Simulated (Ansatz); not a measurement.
Black phosphorus, treated with PBE (PAW; Ansatz, a program for electronic structure).

Numerical settings: plane-wave cutoff 520 eV, 12×12×8 k mesh (along the axes of the cell as run), Fermi–Dirac smearing 0.01 eV, scalar-relativistic PAW data made under PBE.

Starting structure:

```yaml
crystal:
  lattice:
    - [1.65500, -5.24000, 0.00000]
    - [1.65500, 5.24000, 0.00000]
    - [0.00000, 0.00000, 4.38000]
  atoms:
    - { symbol: P, position: [0.10170, 0.89830, 0.91940] }
    - { symbol: P, position: [0.39830, 0.60170, 0.41940] }
    - { symbol: P, position: [0.60170, 0.39830, 0.58060] }
    - { symbol: P, position: [0.89830, 0.10170, 0.08060] }
```

### Question
Into what structure does the relaxation of cell and atoms lead at this level, with the symmetry of the start kept?

### Answer
The volume goes up by 12 %; final space group Cmce.
```yaml
crystal:
  lattice:
    - [1.65467, -5.65171, 0.00000]
    - [1.65467, 5.65171, 0.00000]
    - [0.00000, 0.00000, 4.56547]
  atoms:
    - { symbol: P, position: [0.09387, 0.90613, 0.91343] }
    - { symbol: P, position: [0.40613, 0.59387, 0.41343] }
    - { symbol: P, position: [0.59387, 0.40613, 0.58657] }
    - { symbol: P, position: [0.90613, 0.09387, 0.08657] }
```

Note: the cell comes from a level without a dispersion term, which matters for the spacing of layers, chains or molecules.
